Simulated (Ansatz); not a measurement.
# UPBE0/STO-3G run of AlHClO (SMILES [O][AlH][Cl])

What is the vertical doublet–quartet gap of AlHClO at UPBE0/STO-3G? 

The calculation is run with Ansatz 0.2.0.

60 further runs of the same task are left out: 7 that didn't finish, 53 set aside as unsound or not needed.

### 1 Starting point

AlHClO: 4 atoms, total charge 0, spin state doublet. SMILES: `[O][AlH][Cl]`. Geometry: relaxed at PBE0-D4/def2-TZVP.

Bond lengths: O1–Al2 1.729 Å, Al2–Cl3 2.081 Å, Al2–H4 1.566 Å. Angles: O1–Al2–Cl3 116.2°, O1–Al2–H4 118.8°, Cl3–Al2–H4 125.0°.

### 2 The energy at UPBE0/STO-3G

File job.yaml:

```yaml
basis:
  gaussian:
    orbitals: STO-3G
crystal:
  periodic: [false, false, false]
  atoms:
    - symbol: O
      position_ang: [0.290600, -1.035900, 1.350600]
    - symbol: Al
      position_ang: [0.118400, 0.049000, 0.015600]
    - symbol: Cl
      position_ang: [-1.573200, -0.210600, -1.168800]
    - symbol: H
      position_ang: [1.219700, 1.137300, -0.217800]
magnetization:
  spin_polarized: true
  initial_magnetization: 1
hamiltonian:
  xc: {name: PBE0}
accuracy: high
```

Launch:

```
$ ansatz run job.yaml --threads 1 --pin off --max-ram 2610MiB --events-out events.jsonl --progress --plain --runs-dir runs
```

Standard output:

```text
Warning: RAYON_NUM_THREADS=1 ignored (pool sized by the plan → 1); use --threads N
Functional definition: PBE0
  name "PBE0"
  parameter a = 0.25
  parameter kappa = 0.804
  parameter beta = 0.06672455060314922
  exchange = (1 - a)*pbe_x(kappa = kappa, mu = beta*pi^2/3) + a*exact_x
  correlation = pbe_c(beta = beta)
432 factors; integrals over basis functions are off by at most 2.4e-8 eV
mean field evaluation 1: about -20928.3266 eV, gradient 1.8e1 eV
mean field evaluation 2: about -20925.5853 eV, gradient 2.9e1 eV
mean field evaluation 4: about -20931.1093 eV, gradient 8.8e-1 eV
mean field evaluation 8: about -20931.1015 eV, gradient 2.9e-2 eV
mean field evaluation 16: about -20931.1015 eV, gradient 7.3e-5 eV
mean field -20931.10152934 eV, -769.2037935930 hartree, gradient 4.0e-8 eV, S^2 0.754077; 2 other end points of the search recorded, 0 dependent functions left out
reference -20931.10153052 eV, -769.2037936365 hartree; 20, 19 occupied and 4, 5 virtual orbitals, 432 factors
Total energy: -20931.10153052 eV, -769.2037936365 hartree
```

Run time: 2.9 s. Hardware: 1 thread of Arm Neoverse V1, shared host; peak memory 0.14 GiB.

### 3 The quartet

File job.yaml:

```yaml
basis:
  gaussian: {orbitals: STO-3G}
crystal:
  periodic: [false, false, false]
  atoms:
    - {symbol: O, position_ang: [0.290600, -1.035900, 1.350600]}
    - {symbol: Al, position_ang: [0.118400, 0.049000, 0.015600]}
    - {symbol: Cl, position_ang: [-1.573200, -0.210600, -1.168800]}
    - {symbol: H, position_ang: [1.219700, 1.137300, -0.217800]}
accuracy: high
magnetization: {spin_polarized: true, initial_magnetization: 3}
hamiltonian: {xc: {name: PBE0}}
```

Launch:

```
$ ansatz run job.yaml --threads 1 --pin off --max-ram 2610MiB --events-out events.jsonl --progress --plain --runs-dir runs
```

Standard output:

```text
Warning: RAYON_NUM_THREADS=1 ignored (pool sized by the plan → 1); use --threads N
Functional definition: PBE0
  name "PBE0"
  parameter a = 0.25
  parameter kappa = 0.804
  parameter beta = 0.06672455060314922
  exchange = (1 - a)*pbe_x(kappa = kappa, mu = beta*pi^2/3) + a*exact_x
  correlation = pbe_c(beta = beta)
432 factors; integrals over basis functions are off by at most 2.4e-8 eV
mean field evaluation 1: about -20920.8105 eV, gradient 1.4e1 eV
mean field evaluation 2: about -20881.0435 eV, gradient 4.6e1 eV
mean field evaluation 4: about -20923.0445 eV, gradient 4.7e0 eV
mean field evaluation 8: about -20923.4178 eV, gradient 1.5e-1 eV
mean field evaluation 16: about -20923.4218 eV, gradient 1.3e-3 eV
mean field evaluation 32: about -20923.9616 eV, gradient 1.7e-8 eV
mean field -20923.96159631 eV, -768.9414058939 hartree, gradient 1.7e-8 eV, S^2 3.753090; 7 other end points of the search recorded, 0 dependent functions left out
reference -20923.96159757 eV, -768.9414059402 hartree; 21, 18 occupied and 3, 6 virtual orbitals, 432 factors
Total energy: -20923.96159757 eV, -768.9414059402 hartree
```

Wall time 3.9 s (1 thread of Arm Neoverse V1, shared host); peak memory 0.14 GiB.

### 4 Summary of results

At UPBE0/STO-3G:

```
                                        quantity          value
                           doublet: total energy  -769.20379 Eh
                                   doublet: ⟨S²⟩          0.754
                           quartet: total energy  -768.94141 Eh
                                   quartet: ⟨S²⟩          3.753
vertical energy of the quartet above the doublet       7.140 eV
```

At this shape the quartet lies 7.14 eV (165 kcal/mol) above the doublet. In a minimal basis such a difference can be off by several eV, whatever the method.
